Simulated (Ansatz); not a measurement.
Z-matrix (Å, degrees):
```
C
C 1 1.375
H 1 1.087 2 121.7
H 1 1.087 2 121.0 3 180.0
C 2 1.375 1 118.0 3 -180.0
H 2 1.084 1 121.0 3 0.0
H 5 1.087 2 121.0 1 -0.0
H 5 1.087 2 121.7 1 180.0
```

Total charge 1; spin multiplicity 1.

List the r2SCAN/def2-TZVPP orbital energies in eV (Ansatz). (Estimate.)

The calculation gave: Occupied: -281.60, -281.60, -280.42, -28.34, -24.75, -21.37, -19.41, -18.31, -16.59, -16.14, -15.21. Lowest empty: -11.17, -6.48, -3.32, -3.14, -2.35, -1.36, -1.03, -0.49.
